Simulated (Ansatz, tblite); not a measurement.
# The cluster In2As: one state, many levels

One table from this session's results is given with a row withheld; the runs are named, their logs left out.

Program: Ansatz 0.2.0, Gaussian basis. Level of theory: as each input shows. These are calculated values, not measurements.

Plan: GFN1-xTB, GFN2-xTB, PBE-D4/def2-TZVP, r2SCAN-D4/def2-TZVP, HSE06-D4/def2-TZVP, PBE-QIDH/def2-TZVP, B97M-V/def2-TZVP, LC-ωPBE/def2-TZVP, BHLYP-D4/def2-TZVP, PBE+5HF/def2-TZVP, PBE+10HF/def2-TZVP, PBE+15HF/def2-TZVP, PBE+35HF/def2-TZVP, PBE+50HF/def2-TZVP, PBE-D4/def2-SVP, PBE0-D4/def2-SVP, PBE0-D4/def2-TZVPD, PBE-D4/def2-TZVPD, r2SCAN-D4/def2-TZVPD, CCSD(T)/def2-SVP, MP2/def2-TZVP, RPA/def2-TZVP.

4 further runs of the same task are left out: 4 set aside as unsound or not needed. Runs told in other sessions of the task aren't counted.

**The structure**

The geometry is that of the doublet, from an earlier relaxation (PBE-D4/def2-TZVP). At that level it is the lowest of the isomers that a small search found.

3 atoms, charge 0, spin multiplicity 2.

Bond lengths: In1–As3 2.697 Å, In2–As3 2.697 Å. Angles: In1–As3–In2 111.7°.

Coordinates:

```xyz
3
AsIn2
In    1.3026   -0.5932    1.7863
In   -0.8565   -0.2526   -2.1077
As   -0.4461    0.8458    0.3214
```

In takes a core potential in the def2 sets. No spin-orbit coupling is included.

PBE0-D4/def2-TZVP was run before; its log isn't repeated, and its numbers join the tables.

The first run:

Tight binding, by tblite at 300 K electronic temperature and without a spin-polarisation term:

```python
tblite.interface.Calculator('GFN1-xTB', numbers, positions, charge=0, uhf=1).singlepoint()
```

Tight binding, by tblite at 300 K electronic temperature and without a spin-polarisation term:

```python
tblite.interface.Calculator('GFN2-xTB', numbers, positions, charge=0, uhf=1).singlepoint()
```

start.molden holds the orbitals of an earlier run on this state, given as this run's starting guess.

Input file in.yaml:

```yaml
crystal:
  periodic: [false, false, false]
  atoms:
    - {symbol: In, position_ang: [1.302623, -0.593240, 1.786314]}
    - {symbol: In, position_ang: [-0.856489, -0.252615, -2.107699]}
    - {symbol: As, position_ang: [-0.446134, 0.845845, 0.321385]}
basis:
  gaussian: {orbitals: def2-TZVP, initial_orbitals: start.molden}
magnetization: {spin_polarized: true, initial_magnetization: 1}
hamiltonian: {xc: pbe, dispersion: d4}
scf: {omitted_lower_state_checks: [starts]}
output: {forces: true, orbitals: {seedname: orbitals}}
```

The run is started by

```sh
> ansatz run in.yaml --threads 4 --pin off --events-out ev --progress --plain --max-ram 3916MiB
```

Steps of the session up to this table: PBE-D4/def2-TZVP; r2SCAN-D4/def2-TZVP; HSE06-D4/def2-TZVP; PBE-QIDH/def2-TZVP; B97M-V/def2-TZVP; LC-ωPBE/def2-TZVP; BHLYP-D4/def2-TZVP; PBE+5HF/def2-TZVP; PBE+10HF/def2-TZVP; PBE+15HF/def2-TZVP; PBE+35HF/def2-TZVP; PBE+50HF/def2-TZVP; PBE-D4/def2-SVP; PBE0-D4/def2-SVP; PBE0-D4/def2-TZVPD; PBE-D4/def2-TZVPD; r2SCAN-D4/def2-TZVPD; CCSD(T)/def2-SVP; MP2/def2-TZVP; RPA/def2-TZVP.

One of the session's tables, all rows but one given; the rest of the session is left out.

| level | HOMO (eV) | LUMO (eV) | gap (eV) |
| --- | --- | --- | --- |
| PBE-D4/def2-SVP | -4.38 | -4.20 | 0.18 |
| PBE-D4/def2-TZVP | -4.42 | -4.20 | 0.22 |
| PBE-D4/def2-TZVPD | -4.46 | -4.23 | 0.23 |
| r2SCAN-D4/def2-TZVP | -4.62 | -3.94 | 0.67 |
| r2SCAN-D4/def2-TZVPD | -4.64 | -3.96 | 0.68 |
| B97M-V/def2-TZVP | -4.47 | -4.08 | 0.39 |
| PBE0-D4/def2-SVP | -5.13 | -3.30 | 1.83 |
| PBE0-D4/def2-TZVP | -5.16 | -3.29 | 1.87 |
| PBE0-D4/def2-TZVPD | -5.19 | -3.32 | 1.88 |
| HSE06-D4/def2-TZVP | ? | ? | ? |
| BHLYP-D4/def2-TZVP | -5.78 | -2.45 | 3.33 |
| LC-ωPBE/def2-TZVP | -7.23 | -1.08 | 6.16 |
| PBE+5HF/def2-TZVP | -4.56 | -4.01 | 0.55 |
| PBE+10HF/def2-TZVP | -4.71 | -3.83 | 0.88 |
| PBE+15HF/def2-TZVP | -4.86 | -3.64 | 1.22 |
| PBE+35HF/def2-TZVP | -5.48 | -2.94 | 2.53 |
| PBE+50HF/def2-TZVP | -5.96 | -2.45 | 3.51 |

Estimate the missing values for HSE06-D4/def2-TZVP.

As computed: HOMO (eV): -4.79; LUMO (eV): -3.66; gap (eV): 1.13. In the column «HOMO (eV)» it lies between PBE+15HF/def2-TZVP (-4.86) and PBE+10HF/def2-TZVP (-4.71).
